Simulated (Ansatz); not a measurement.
SiP, sextet: reading a ladder of total energies

Geometry: that of the SiP, quartet, kept fixed. The doublet lies 2.5 eV lower here.

```yaml
atoms:
  - { symbol: Si, position_ang: [0.0000, 0.0000, 0.0000] }
  - { symbol: P, position_ang: [0.0000, 0.0000, 2.3430] }
```

Basis 6-31G; Ansatz 0.2.0. Only valence electrons are correlated (noble-gas cores frozen), which leaves 9 electrons in 16 orbitals. R marks a restricted (for open shells ROHF) determinant, U an unrestricted one.

Full CI is exact within this basis and frozen core; it isn't the basis-set limit. The frozen core follows each run's orbitals, which can shift R against U totals by a few meV.

Runs differ by some tens of microhartree through their thresholds and, for an open shell, their frozen cores, so steps under 0.1 kcal/mol mean nothing.

| level | total energy (hartree) |
| --- | --- |
| UHF | -629.487303 |
| UMP2 | -629.522298 |
| UCCSD | -629.538233 |
| UCCSD(T) | -629.539015 |
| UCCSDT | -629.539308 |
| UCCSDT(Q) | -629.539352 |
| UCCSDTQ | -629.539366 |
| full CI | -629.539360 |

What is the correlation energy at full CI, and what share of it do UMP2 and UCCSD(T) recover?

E(corr) = -629.539360 − (-629.487303) = -0.052057 hartree = -1.417 eV. UMP2: -0.034995 / -0.052057 = 67.22 %. UCCSD(T): -0.051712 / -0.052057 = 99.34 %.

By how many kcal/mol does UCCSD(T) miss full CI (1 hartree = 627.509 kcal/mol), and which steps make up the rest?

-629.539015 − (-629.539360) = 0.000345 hartree = 0.22 kcal/mol. Steps: UCCSDT − UCCSD(T) = -0.18, UCCSDT(Q) − UCCSDT = -0.03, UCCSDTQ − UCCSDT(Q) = -0.01, full CI − UCCSDTQ = 0.00 kcal/mol. That is within 1 kcal/mol of the reference in this basis, which itself misses far more of the correlation at the basis-set limit.
